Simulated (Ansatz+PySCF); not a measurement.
A calculation with Ansatz (development build ahead of 0.2.0).

```yaml
crystal:
  periodic: [false, false, false]
  atoms:
    - { symbol: "N", position_ang: [0.0, 0.0, -0.91391] }
    - { symbol: O, position_ang: [0.0, 0.0, 0.79967] }
basis:
  gaussian: { orbitals: cc-pVDZ }
magnetization:
  initial_magnetization: 1
hamiltonian:
  xc: hf
correlation:
  method: mp2
  frozen_orbitals: { "N": 1, O: 1 }
scf:
  omitted_lower_state_checks: [stability, starts, atomic_configurations, cluster_reference, orbital_swaps, given_window_search, neighbouring_geometries, increment]
```

The input is written out in the form of the current development build from the run's settings. Correlation on restricted open-shell orbitals is semicanonical, with singles.

The run gave:

```
Converged                                                          : yes
Reference energy                                                   : -128.99476 hartree
Correlation energy                                                 : -0.31073 hartree
Total energy                                                       : -129.30549 hartree
Spin squared of the determinant                                    : 0.750
Occupied orbitals by symmetry in an Abelian subgroup (alpha; beta) : 5 A1 2 B1 1 B2; 5 A1 1 B1 1 B2
```

This is not the lowest solution: another run reaches a determinant 0.75 eV lower. Caution: large amplitudes, a single reference is doubtful; an unrestricted determinant lies well below; another reference gives a lower total.
